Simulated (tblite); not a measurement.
# GFN2-xTB run of C3H3FO (SMILES CC1=C(F)O1)

We compute a geometry optimisation of C3H3FO. The job is set up through a Python script.

The calculation is run with tblite 0.8.0.

19 further runs of the same task are left out: 19 set aside as unsound or not needed.

## Step 1: The structure to begin with

The species is C3H3FO (8 atoms), meant as a singlet with charge 0. As SMILES, `CC1=C(F)O1`. The shape is that of a GFN2-xTB optimisation. The run starts from this shape.

Bond lengths: C1–C2 1.447 Å, C2–C3 1.297 Å, C3–F4 1.304 Å, C3–O5 1.298 Å, C1–H6 1.089 Å, C1–H7 1.090 Å, C1–H8 1.091 Å. Angles: C1–C2–C3 152.2°, C2–C3–F4 142.9°, C2–C3–O5 85.0°, F4–C3–O5 129.9°, C2–C1–H6 110.7°, C2–C1–H7 106.9°, C2–C1–H8 111.8°, H6–C1–H7 108.6°, H6–C1–H8 109.4°, H7–C1–H8 109.3°. A long bond or contact: C2–O5 1.752 Å.

## Step 2: A structure relaxation at GFN2-xTB

geom.xyz

```xyz
8

C     -0.721040     0.029820     0.904450
C      0.420170     0.030060     0.014230
C      0.977080    -0.181410    -1.137680
F      1.923260    -0.858040    -1.726480
O      0.406660     0.929650    -1.489680
H     -0.765850     0.957040     1.474170
H     -0.581980    -0.799390     1.598670
H     -1.658300    -0.107720     0.362310
```

xtb_job.py

```python
# GFN2-xTB geometry optimisation
import json
import numpy as np
from tblite.interface import Calculator
from tblite.interface import symbols_to_numbers
from scipy.optimize import minimize

symbols = list(map(str, np.loadtxt("geom.xyz", skiprows=2, usecols=0, dtype=str, ndmin=1)))
numbers = np.array(symbols_to_numbers(symbols))
positions = np.loadtxt("geom.xyz", skiprows=2, usecols=(1, 2, 3), ndmin=2) / 0.5291772

calculator = Calculator("GFN2-xTB", numbers, positions, charge=0, uhf=0)
calculator.set("verbosity", 0)
calculator.set("accuracy", 0.01)
last, frames, energies, grads = [None], [], [], []

def fun(x):
    calculator.update(x.reshape(-1, 3))
    last[0] = calculator.singlepoint(last[0])
    return float(last[0].get('energy')), last[0].get('gradient').ravel()

def show(x):
    e, g = fun(x)
    frames.append(x.reshape(-1, 3).tolist())
    energies.append(e)
    grads.append(g.reshape(-1, 3).tolist())
    print(f"{len(energies) - 1:4d} {e:16.9f} {np.abs(g).max():12.3e} {np.linalg.norm(g):12.3e}")

print("step      energy/Eh       max grad     grad norm")
show(positions.ravel())
opt = minimize(fun, positions.ravel(), jac=True, method="BFGS", callback=show, options={"gtol": 3e-05, "maxiter": 500})
print("converged:", opt.success, "-", opt.message)
fun(opt.x)
result = last[0]
final = opt.x.reshape(-1, 3)
print("final geometry (angstrom)")
for s, p in zip(symbols, final * 0.529177210903):
    print(f"{s:<2} {p[0]:12.6f} {p[1]:12.6f} {p[2]:12.6f}")
print(f"Energy: {result.get('energy'):.8f} Eh")
eps = np.atleast_2d(result.get("orbital-energies")) * 27.211386
occ = np.atleast_2d(result.get("orbital-occupations"))
filled = occ.sum(axis=0) if eps.shape[0] == 1 else occ[0]
homo = np.nonzero(filled > 0.5)[0].max()
print(f"HOMO {eps[0, homo]:.4f} eV")
if homo + 1 < eps.shape[1]:
    print(f"LUMO {eps[0, homo + 1]:.4f} eV, gap {eps[0, homo + 1] - eps[0, homo]:.4f} eV")
mu = result.get("dipole") * 2.541746
print(f"Dipole moment: {np.linalg.norm(mu):.4f} D, components " + " ".join(f"{c:.4f}" for c in mu))
q = result.get("charges")
print("Charges:", " ".join(f"{s}{i + 1}={c:+.4f}" for i, (s, c) in enumerate(zip(symbols, q))))
out = {k: np.asarray(result.get(k)).tolist() for k in ("energy", "gradient", "charges", "dipole", "orbital-energies", "orbital-occupations")}
out.update(symbols=symbols, positions=(positions * 0.529177210903).tolist(), final=final.tolist(), frames=frames, step_energies=energies, grads=grads, success=bool(opt.success))
json.dump(out, open("results.json", "w"))
```

On the command line:

```console
$ python xtb_job.py
```

**Question.** What will come out? Wanted: total energy at the end; dipole moment; HOMO energy; LUMO energy; HOMO–LUMO gap.

**Answer.** As computed:

Level: GFN2-xTB.

```
               quantity         value
total energy at the end  -16.61944 Eh
          dipole moment        3.59 D
            HOMO energy     -10.64 eV
            LUMO energy      -7.00 eV
          HOMO–LUMO gap       3.64 eV
```

In words: At the final geometry: Bond lengths: C1–C2 1.447 Å, C2–C3 1.296 Å, C3–F4 1.304 Å, C3–O5 1.299 Å, C1–H6 1.089 Å, C1–H7 1.090 Å, C1–H8 1.092 Å. Angles: C1–C2–C3 152.8°, C2–C3–F4 143.1°, C2–C3–O5 84.8°, F4–C3–O5 129.9°, C2–C1–H6 110.8°, C2–C1–H7 107.0°, C2–C1–H8 111.7°, H6–C1–H7 108.7°, H6–C1–H8 109.4°, H7–C1–H8 109.2°. A long bond or contact: C2–O5 1.750 Å. The optimisation took 34 steps and changed the energy by -0.000 eV.
